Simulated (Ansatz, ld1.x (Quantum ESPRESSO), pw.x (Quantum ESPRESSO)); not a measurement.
pw.x on fcc N: one setting changed

Potential: norm-conserving Troullier–Martins (Kleinman–Bylander form), ld1.x (Quantum ESPRESSO) 7.5, PBEsol; core [He], reference 2s2 2p2.5; waves: 2s (bound): rc 1.00 bohr; 2p (bound): rc 1.70 bohr; 3d channel at -0.2 Ry: rc 1.75 bohr; local part: all-electron potential smoothed inside 0.90 bohr (lloc = -1); core correction: a·sin(br)/r model core inside 0.60 bohr.

The reference run (k-mesh 18³, cutoffs 170/680 Ry, Fermi–Dirac 0.01 Ry, mixing_beta 0.4, conv_thr 1e-9, no spin) gives 1.06 GPa at 7.215 Å³/atom, where all-electron LAPW gives 0.53 GPa. This run, with its own iteration cap, changes smearing to mp.

```
&control
  calculation='scf', prefix='x', pseudo_dir='./', outdir='./tmp', tstress=.true., disk_io='none'
/
&system
  ibrav=0, nat=1, ntyp=1, ecutwfc=170, ecutrho=680, nbnd=9,
  occupations='smearing', smearing='mp', degauss=0.01
/
&electrons
  conv_thr=1e-09, mixing_beta=0.4, electron_maxstep=60
/
ATOMIC_SPECIES
N 1.0 N.UPF
CELL_PARAMETERS angstrom
  0.00000000 1.53368245 1.53368245
  1.53368245 0.00000000 1.53368245
  1.53368245 1.53368245 0.00000000
ATOMIC_POSITIONS crystal
N 0.0000 0.0000 0.0000
K_POINTS automatic
18 18 18 0 0 0
```

```bash
pw.x < N.scf.in > N.scf.out
```

Task: How does the run end?

Result: It converges in 6 iterations; the free energy moves by +20.8 meV/atom and the pressure by -0.68 GPa. This scheme is built to cancel the term in the square of the width that Fermi–Dirac smearing leaves in the F of a metal.

```
Message from routine setup:
     using ibrav=0 with symmetry is DISCOURAGED, use correct ibrav instead
     lattice parameter (alat)  =       4.0987  a.u.
     unit-cell volume          =      48.6892 (a.u.)^3
     number of electrons       =         5.00
     number of Kohn-Sham states=            9
     kinetic-energy cutoff     =     170.0000  Ry
     charge density cutoff     =     680.0000  Ry
     scf convergence threshold =      1.0E-09
     Exchange-correlation= PBESOL
     number of k points=   195  Methfessel-Paxton smearing, width (Ry)=  0.0100
     iteration #  1     ecut=   170.00 Ry     beta= 0.40
     total energy              =     -19.75616361 Ry
     estimated scf accuracy    <       0.03813285 Ry
     iteration #  2     ecut=   170.00 Ry     beta= 0.40
     total energy              =     -19.75381641 Ry
     estimated scf accuracy    <       0.00709501 Ry
     iteration #  3     ecut=   170.00 Ry     beta= 0.40
     total energy              =     -19.75479758 Ry
     estimated scf accuracy    <       0.00000944 Ry
     iteration #  4     ecut=   170.00 Ry     beta= 0.40
     total energy              =     -19.75479976 Ry
     estimated scf accuracy    <       0.00000127 Ry
     iteration #  5     ecut=   170.00 Ry     beta= 0.40
     total energy              =     -19.75479997 Ry
     estimated scf accuracy    <          4.0E-09 Ry
     iteration #  6     ecut=   170.00 Ry     beta= 0.40
     the Fermi energy is     9.0589 ev
!    total energy              =     -19.75479997 Ry
     estimated scf accuracy    <          6.6E-10 Ry
     smearing contrib. (-TS)   =      -0.00004661 Ry
     The total energy is F=E-TS. E is the sum of the following terms:
     one-electron contribution =       3.46036315 Ry
     hartree contribution      =       1.58229559 Ry
     xc contribution           =      -5.02307317 Ry
     ewald contribution        =     -19.77433892 Ry
     convergence has been achieved in   6 iterations
          total   stress  (Ry/bohr**3)                   (kbar)     P=        3.78
     Message from routine punch:
     Nothing written, as per user request (disk_io='none')
```

The run took about 34 s on one core of a shared host (Neoverse-V1, 32 threads, 247 GiB, load 9).
